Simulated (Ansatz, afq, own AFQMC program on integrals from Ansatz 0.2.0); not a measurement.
Where AFQMC and coupled cluster stand for GeH$_{4}$, singlet

```yaml
atoms:
  - { symbol: Ge, position_ang: [0.0001, 0.0001, 0.0000] }
  - { symbol: H, position_ang: [1.1502, -0.7577, 0.6818] }
  - { symbol: H, position_ang: [-1.2410, -0.0300, 0.9058] }
  - { symbol: H, position_ang: [-0.3298, -0.6703, -1.3430] }
  - { symbol: H, position_ang: [0.4206, 1.4580, -0.2445] }
```

Basis def2-TZVP. Only valence electrons are correlated. Integrals, coupled cluster, full CI and functionals: Ansatz 0.2.0; the random walks run on the same integrals in our own AFQMC program. The CISD trial takes its coefficients from CCSD amplitudes. Released means that phaseless walkers are propagated on without the constraint, phases kept. Free projection: walkers drawn from exp(T), propagated without any constraint. Its projection time is finite, and what remains of the start isn't in its error. ± is one standard error of the sampling. No spin–orbit coupling.

Determinant: RHF, the one that the program's search chose, which needn't be the lowest solution. The geometry is a PBE0/def2-SVP stationary point of this or a neighbouring charge and spin state.

No full CI on the walks' own integrals is used here; CCSDT(Q) serves as the reference and is uncertain by about the last step of the cluster series.

Cautions: no relativity below Rb; no spin-orbit coupling; inner d shell frozen.

```
T1 diagnostic                               : 0.0112
weight of the determinant in the CISD state : 0.917
size of the correlated space                : 8 electrons in 58 orbitals
```

| level | correlation energy (eV) |
| --- | --- |
| MP2 | -3.4842 |
| CCSD | -4.2975 |
| CCSD(T) | -4.3881 |

Estimate where AFQMC with the constraint released lies against CCSD(T) on the same integrals.

0.69 ± 0.05 mEh below CCSD(T).

Reference: CCSDT(Q), correlation energy -4.408 eV. The released energy is read at 2.40 1/Eh (meV from the phaseless value at times in 1/Eh: -1.2 ± 1.5 at 0.24, 0.0 ± 1.2 at 0.51, -0.1 ± 1.0 at 0.99, 0.9 ± 0.9 at 1.62, 2.2 ± 1.3 at 2.40).

```tsv
level	E − E(reference) (mEh)	share of correlation (%)
CCSD(T)	0.73	99.55
CCSDT	0.08	99.95
ph-AFQMC/HF	-1.06 ± 0.65	100.65
ph-AFQMC/CISD	-0.04 ± 0.06	100.03
released AFQMC	0.04 ± 0.05	99.98
free AFQMC	-0.03 ± 0.07	100.02
```

Free projections are given only where their last times agree within the noise and don't stop above the reference; a slow remainder of the start can still hide under it. Released energies are given only where the last usable release times agree within the noise; a slower fall can still hide under it.
